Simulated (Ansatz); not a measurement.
in.yaml

```yaml
crystal:
  periodic: [false, false, false]
  atoms:
    - {symbol: Al, position_ang: [0.000000, 0.000000, 0.000000]}
    - {symbol: Be, position_ang: [0.000000, 0.000000, 4.558000]}
basis:
  gaussian: {orbitals: aug-cc-pVDZ}
magnetization: {spin_polarized: true, initial_magnetization: 1}
correlation: {method: bccd, electrons: valence}
accuracy: high
scf: {lower_state_search: off}
```

```sh
$ ansatz run in.yaml --threads 1 --pin off --events-out ev --progress --plain --max-ram 2393MiB
```

Log:

```
these checks for a lower state are left out or cut short: stability, starts, cluster_reference, orbital_swaps, neighbouring_geometries, increment
889 factors; integrals over basis functions are off by at most 3.8e-9 eV
mean field evaluation 1: about -6977.9085 eV, gradient 2.7e0 eV
mean field evaluation 2: about -6977.9107 eV, gradient 2.8e0 eV
mean field evaluation 4: about -6978.2646 eV, gradient 2.7e-1 eV
mean field evaluation 8: about -6978.2680 eV, gradient 3.2e-2 eV
mean field evaluation 16: about -6978.2762 eV, gradient 1.6e-1 eV
mean field evaluation 32: about -6978.2811 eV, gradient 2.7e-8 eV
mean field -6978.28111603 eV, -256.4471009653 hartree, gradient 2.7e-8 eV, S^2 0.918148; 0 other end points of the search recorded, 0 dependent functions left out
5 core orbitals not correlated, not the lowest: weight in the atoms' cores, before any rotation towards them, 1.000 or more for the frozen orbitals, at most 0.000 for the correlated occupied ones
reference -6978.28111603 eV, -256.4471009653 hartree; 4, 3 occupied and 41, 42 virtual orbitals, 889 factors
second order -1.48239385 eV of doubles, -0.00000000 eV of singles
cycle   1  -2.00447707 eV  change   -5.2e-1 eV  update   9.9e-2
cycle   2  -2.41077315 eV  change   -4.1e-1 eV  update   6.1e-2
cycle   3  -2.51534607 eV  change   -1.0e-1 eV  update   3.6e-2
cycle   4  -2.55532926 eV  change   -4.0e-2 eV  update   1.9e-2
...
cycle  21  -2.53093723 eV  change    5.2e-8 eV  update   6.7e-8
cycle  22  -2.53093723 eV  change    6.2e-9 eV  update   4.4e-8
cycle  23  -2.53093744 eV  change   -2.1e-7 eV  update   1.3e-7
cycle  24  -2.53093746 eV  change   -2.2e-8 eV  update   4.5e-8
cycle  25  -2.53093747 eV  change   -6.4e-9 eV  update   1.6e-8
cycle  26  -2.53093747 eV  change   -4.6e-9 eV  update   7.0e-9
cycle  27  -2.53093747 eV  change   -2.1e-9 eV  update   3.7e-9
cycle  28  -2.53093747 eV  change  -2.2e-10 eV  update   1.9e-9
cycle  29  -2.53093747 eV  change   6.0e-10 eV  update  9.1e-10
cycle  30  -2.53093747 eV  change   5.3e-10 eV  update  4.1e-10
Total energy: -6980.81205350 eV, -256.5401112018 hartree
Checks for a lower state left out: stability, starts, cluster_reference, orbital_swaps, neighbouring_geometries, increment
```

The singles that turn the determinant into the Brueckner one have T1 = 0.077.

Ran on 1 thread of AMD EPYC 7B13, shared host: 2.5 s wall, 0.24 GiB peak host memory.
